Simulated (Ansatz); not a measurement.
Molecular dynamics of BClFH$_{3}$

Input file:

```yaml
crystal:
  periodic: [false, false, false]
  atoms:
    - { symbol: B, position_ang: [0.09153, 0.27435, 0.001686] }
    - { symbol: F, position_ang: [0.104042, -0.121447, 1.580814] }
    - { symbol: Cl, position_ang: [1.571826, -0.262072, -0.809022] }
    - { symbol: H, position_ang: [-0.983861, 0.037875, -0.468171] }
    - { symbol: H, position_ang: [0.188729, 1.54678, 0.359765] }
    - { symbol: H, position_ang: [0.176232, 0.988113, 1.264129] }
basis:
  gaussian: { orbitals: cc-pVDZ }
hamiltonian:
  xc: pbe0
  dispersion: d4
md:
  timestep: 0.5
  n_steps: 200
  ensemble: nve
  temperature: 100.0
  initial_velocities: maxwell_boltzmann
  seed: 6722
```

Command:

```bash
$ ansatz run input.yaml --threads 1 --pin off --max-ram 2048MiB --backend cpu --events-out ev --progress --plain --runs-dir out
```

It starts at the highest image of a converged band, a first-order saddle point between two minima.

Output, in part (step lines, the closing report, with atoms numbered from 0):

```
md step     0: t =     0.00 fs  T =   100.0 K  F+E_penalty+E_count = -15957.08259774 eV  E_kin = 0.051704 eV  conserved = -15957.03089374 eV  (24 SCF iters)
md step     1: t =     0.50 fs  T =    99.9 K  F+E_penalty+E_count = -15957.08253031 eV  E_kin = 0.051644 eV  conserved = -15957.03088668 eV  (31 SCF iters)
md step     2: t =     1.00 fs  T =    99.7 K  F+E_penalty+E_count = -15957.08242005 eV  E_kin = 0.051548 eV  conserved = -15957.03087197 eV  (31 SCF iters)
md step     3: t =     1.50 fs  T =    99.9 K  F+E_penalty+E_count = -15957.08249057 eV  E_kin = 0.051638 eV  conserved = -15957.03085215 eV  (31 SCF iters)
md step     4: t =     2.00 fs  T =   101.0 K  F+E_penalty+E_count = -15957.08305091 eV  E_kin = 0.052221 eV  conserved = -15957.03082955 eV  (31 SCF iters)
md step     5: t =     2.50 fs  T =   103.8 K  F+E_penalty+E_count = -15957.08445684 eV  E_kin = 0.053650 eV  conserved = -15957.03080698 eV  (31 SCF iters)
md step     6: t =     3.00 fs  T =   108.9 K  F+E_penalty+E_count = -15957.08706920 eV  E_kin = 0.056282 eV  conserved = -15957.03078681 eV  (31 SCF iters)
md step     7: t =     3.50 fs  T =   116.9 K  F+E_penalty+E_count = -15957.09121808 eV  E_kin = 0.060447 eV  conserved = -15957.03077078 eV  (31 SCF iters)
[... lines left out ...]
Total energy: -15958.48187316 eV, -586.4633917910 hartree
Atom 0 at     0.010476    -0.453438     0.293075 Å, force     1.335868     0.713888    -5.169006 eV/Å
Atom 1 at     0.121052    -0.684201     1.500743 Å, force     0.452662    -0.713028     4.525389 eV/Å
Atom 2 at     1.513770    -0.194326    -0.728375 Å, force    -0.957873    -0.104947     0.866496 eV/Å
Atom 3 at    -0.991362    -0.467496    -0.310376 Å, force    -0.830664     0.104137    -0.222878 eV/Å
Atom 4 at     1.522981     9.874165    -1.331799 Å, force     0.021201     0.174492     0.082817 eV/Å
Atom 5 at     1.439876     9.195090    -1.654126 Å, force    -0.021194    -0.174542    -0.082817 eV/Å
Dipole moment:    -0.236640    -0.017085     0.095129 e Å
```

The steps, from the saved trajectory:

```
time (fs)  T (K)  potential energy less start (eV)  conserved less start (meV/atom)
      0.0    100                             0.000                             0.00
      3.0    109                            -0.004                             0.02
      6.0    216                            -0.060                             0.02
      9.0    513                            -0.213                             0.06
     12.0   1212                            -0.575                             0.00
     15.0   2125                            -1.048                            -0.08
     18.0   2719                            -1.355                            -0.19
     21.0   2499                            -1.241                            -0.07
     24.0   2432                            -1.205                             0.04
     27.0   3105                            -1.555                            -0.27
     30.0   3023                            -1.512                            -0.13
     33.0   2490                            -1.235                             0.05
     36.0   2369                            -1.173                             0.04
     39.0   2798                            -1.395                            -0.09
     42.0   3167                            -1.587                            -0.18
     45.0   2970                            -1.484                            -0.11
     48.0   2489                            -1.235                            -0.02
     51.0   2440                            -1.209                             0.05
     54.0   2977                            -1.489                            -0.26
     57.0   2843                            -1.419                            -0.06
     60.0   2716                            -1.353                            -0.11
     63.0   2532                            -1.257                             0.12
     66.0   2892                            -1.445                            -0.20
     69.0   2906                            -1.451                            -0.11
     72.0   2771                            -1.382                            -0.18
     75.0   2311                            -1.142                             0.12
     78.0   2847                            -1.422                            -0.24
     81.0   3111                            -1.558                            -0.18
     84.0   2881                            -1.438                            -0.08
     87.0   2631                            -1.310                            -0.20
     90.0   2285                            -1.129                             0.12
     93.0   2732                            -1.362                            -0.13
     96.0   2913                            -1.455                            -0.11
     99.0   2952                            -1.476                            -0.27
```

The run went to its last step. The conserved energy stayed within 0.31 meV per atom of its start (net change -0.2 meV per atom), so the integration is sound. The system heated up, since it started high on the potential surface and ran downhill. A run of 0.1 ps of so small a system gives no equilibrium averages. The orbitals stay closed-shell, which can raise the energy where a bond breaks towards radicals; this wasn't checked here.

The step under study would form B1–H5, F2–H6 and break B1–F2, H5–H6. These pairs go: B1–H5 1.33 → 10.56 Å, F2–H6 1.16 → 10.45 Å, B1–F2 1.63 → 1.23 Å, H5–H6 1.06 → 0.76 Å. In the last frame they stand as before the step (other bonds may differ from the relaxed reactants and products). It ends as BClFH + H2. Pairs count as bonded within 1.25 times the sum of covalent radii (0.12 Å more for H–H).

Last frame:

```xyz
6
Properties=species:S:1:pos:R:3
B 0.011 -0.453 0.293
F 0.121 -0.684 1.501
Cl 1.514 -0.194 -0.728
H -0.991 -0.468 -0.310
H 1.523 9.874 -1.332
H 1.440 9.195 -1.654
```

The run took 5.5 min on 1 thread of Arm Neoverse V1, on a shared host, peak memory 0.11 GiB.
